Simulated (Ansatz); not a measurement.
# SiCP (quartet): from Hartree-Fock to the top rungs, cc-pVDZ

An exercise on one series of results from a longer session: the logs are not shown, and one member is left open.

Method: cc-pVDZ, core rule «outside noble gas», up to 11 orbitals frozen; program: Ansatz 0.2.0, Gaussian basis.

To be run: UHF; CCSD(T) on ROHF; CCSD(T) on UHF; BCCD(T) on ROHF; CISD; CCSDT(Q) on ROHF; CCSDT(Q) on UHF; CASSCF and MRCISD+Q, 11 electrons in 11 orbitals; CASSCF and NEVPT2, 11 electrons in 11 orbitals.

22 further runs of the same task are left out: 11 that didn't finish, 11 set aside as unsound or not needed.

**What is computed**

The geometry is a PBE0/def2-TZVP stationary point (not a proven minimum) of the parent state, kept for this charge and spin.

3 atoms, charge 0, spin multiplicity 4.

Atoms are counted from 1 here; the program's logs count them from 0.

Bond lengths: P1–C2 1.580 Å, C2–Si3 1.754 Å. Angles: P1–C2–Si3 180.0°.

The first run:

The input, in.yaml:

```yaml
crystal:
  periodic: [false, false, false]
  atoms:
    - {symbol: P, position_ang: [0.000000, 0.000000, -1.637933]}
    - {symbol: C, position_ang: [0.000000, 0.000000, -0.058233]}
    - {symbol: Si, position_ang: [0.000000, 0.000000, 1.696167]}
basis:
  gaussian: {orbitals: cc-pVDZ}
magnetization: {spin_polarized: true, initial_magnetization: 3}
hamiltonian: {xc: hf}
output: {orbitals: {seedname: orbitals}}
```

Started as:

```
$ ansatz run in.yaml --threads 1 --pin off --events-out ev --progress --plain --max-ram 2393MiB
```

Among the steps run: UHF; CCSD(T) on ROHF; CCSD(T) on UHF; BCCD(T) on ROHF; CISD; CCSDT(Q) on ROHF; CCSDT(Q) on UHF; CASSCF and MRCISD+Q, 11 electrons in 11 orbitals; CASSCF and NEVPT2, 11 electrons in 11 orbitals.

One table of the session follows, with a row left open; its other results are not shown here.

| method | from RCCSDT(Q) (meV) |
| --- | --- |
| ROHF | +9127.2 |
| UHF | +8414.6 |
| RMP2 | +1207.9 |
| UMP2 | +1945.7 |
| CISD | +1616.7 |
| RCCSD | +635.7 |
| UCCSD | +594.3 |
| RCCSD(T) | +116.1 |
| UCCSD(T) | ? |
| BCCD(T) | +104.5 |
| RCCSDT | +69.0 |
| UCCSDT | +55.1 |
| RCCSDT(Q) | 0 |
| UCCSDT(Q) | -5.2 |
| CASSCF valence | +5452.5 |
| NEVPT2 valence | +1354.8 |
| MRCISD valence | +598.6 |
| MRCISD+Q valence | +139.0 |

Q: Estimate the row for UCCSD(T) from the others.

The run gave: from RCCSDT(Q) (meV): +146.1. In the column «from RCCSDT(Q) (meV)» it lies between MRCISD+Q valence (+139.0) and UCCSD (+594.3).

Caveats from the session: The determinant is far from a pure spin state, so its energy mixes those of several spin states (harmless only where they are near-degenerate, as at dissociation). Warnings: spin contamination; large T1 diagnostic. Restricted and unrestricted rows rest on different reference determinants; where their highest levels disagree by more than a few hundredths of an eV, they describe different states and don't form one ladder.
